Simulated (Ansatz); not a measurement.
Reaction (SMILES): [CH2]Cl (CH2-Cl) → C atom + Cl atom + 2 H atom
B3LYP-D3(BJ)/def2-TZVP geometries, fixed; electronic energies without zero-point terms.
Largest species:
```
C
H 1 1.0768
H 1 1.0768 2 124.26
Cl 1 1.6978 2 117.87 3 180.00
```
Charge 0, spin multiplicity 2.

Basis-set convergence of the atomisation energy at MP2 with Ansatz (an electronic-structure program). Cartesian d functions, on some or all atoms, in 6-311+G**; all else is spherical. Cores are frozen. Open shells are unrestricted. No added dispersion term, no relativity. Functions are those of the species that has most. Reference: Hartree-Fock in aug-cc-pV(Q+d)Z plus the correlation part extrapolated as X^-3 from aug-cc-pV(T+d)Z and aug-cc-pV(Q+d)Z, 291.76 kcal/mol, itself unsure by roughly 1.03 kcal/mol (a third of the extrapolation step and of the last Hartree-Fock step).

| basis | functions | atomisation energy (kcal/mol) |
|---|---|---|
| STO-3G | 16 | 275.38 |
| pcseg-0 | 26 | 221.93 |
| def2-SV(P) | 36 | ? |
| cc-pV(D+d)Z | 47 | ? |
| 6-311+G** | 65 | ? |
| aug-cc-pV(D+d)Z | 73 | 270.55 |
| jun-cc-pV(T+d)Z | 115 | 283.92 |
| aug-cc-pV(T+d)Z | 147 | 285.09 |
| pcseg-3 | 190 | 289.12 |
| aug-cc-pV(Q+d)Z | 261 | 289.15 |
| aug-pcseg-3 | 272 | 289.49 |
| cc-pV(5+d)Z | 301 | ? |
| pcseg-4 | 328 | 290.61 |

**Question.** Complete the blanks.

**Answer.** 
- def2-SV(P), atomisation energy (kcal/mol): 259.62
- cc-pV(D+d)Z, atomisation energy (kcal/mol): 266.99
- 6-311+G**, atomisation energy (kcal/mol): 271.38
- cc-pV(5+d)Z, atomisation energy (kcal/mol): 290.13
